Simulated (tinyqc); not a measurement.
Stretching all distances: RHF, UHF, MP2, CISD and CCSD against full CI in the sto-3g basis, for LiH, spin multiplicity 1. Computed by the program tinyqc with PySCF. 

Geometry (angstrom):
```
atom       x       y       z
Li    0.0000  0.0000  0.0000
H     0.0000  0.0000  1.4370
```

All coordinates are multiplied by the scale. c0^2 is the weight of the RHF determinant in the lowest singlet FCI state (UHF is spin-contaminated and may lie near states of higher spin) and n(LUMO) the first natural occupation beyond the occupied space.

Full CI energy (hartree) and errors against it (kcal/mol):
```
scale  distance 1-2 (angstrom)    E(FCI)     RHF     UHF     MP2   CISD      CCSD  <S^2> UHF   c0^2  n(LUMO)
0.950                    1.365  -7.87591  11.057  11.057   3.820  0.007  5.00e-03      0.000  0.980    0.031
1.170                    1.681  -7.88015  13.753  13.753   5.215  0.009     0.007      0.000  0.971    0.049
1.390                    1.997  -7.86128  18.887  18.887   7.937  0.014     0.011      0.000  0.949    0.087
1.610                    2.314  -7.83698  26.891  19.237  12.330  0.022     0.018      0.604  0.905    0.160
1.830                    2.630  -7.81565  38.229  13.107  18.593  0.036     0.031      0.828  0.829    0.282
2.050                    2.946  -7.80073  52.578   7.511  26.024  0.053     0.048      0.919  0.735    0.441
2.270                    3.262  -7.79194  68.242   3.987  32.601  0.069     0.063      0.961  0.654    0.596
2.490                    3.578  -7.78722  83.178   2.081  36.200  0.080     0.072      0.981  0.599    0.718
```

UHF parts from RHF first at scale 1.61 of those listed, where <S^2> leaves zero. The weight c0^2 goes from 0.98 to 0.60 and n(LUMO) from 0.03 to 0.72: static correlation grows as the bonds break into open-shell fragments. The spread of the error along the curve, which distorts its shape, is CCSD 0.1, CISD 0.1, UHF 17.2, MP2 32.4, RHF 72.1 kcal/mol.
